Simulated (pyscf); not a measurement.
Structures and frequencies: ωB97X-D3(BJ)/def2-SVP in PySCF.

Q: Cl–SiH(Cl)–Cl (SMILES Cl[SiH](Cl)Cl) + SiH₂ (SMILES [SiH2]) [singlet] -> Cl–SiH₂–SiH(Cl)–Cl (SMILES Cl[SiH2][SiH](Cl)Cl)
Surface: singlet. Broken: Cl–Si. Formed: Si–Si, Cl–Si. Give ΔE‡ and ΔE from ωB97M-D3(BJ)/def2-TZVP, relative to the separated reactants.

A: ΔE‡ = -2.0 kcal/mol, ΔE = -51.6 kcal/mol. Zero-point energy shifts the barrier by +2.4 kcal/mol. It is an insertion, with an imaginary mode of 169i cm⁻¹. On the reactant side the descent ends in a bound adduct, 9.9 kcal/mol under the separated species and 2.5 kcal/mol under the saddle at ωB97X-D3(BJ)/def2-TZVP. At ωB97M-D3(BJ) the saddle lies under the separated reactants, which points to a path from their complex (located at ωB97X-D3(BJ) alone). At ωB97X-D3(BJ) the barrier from the zero used here is -7.4 kcal/mol. One saddle was located; it need not be the lowest between these sides.
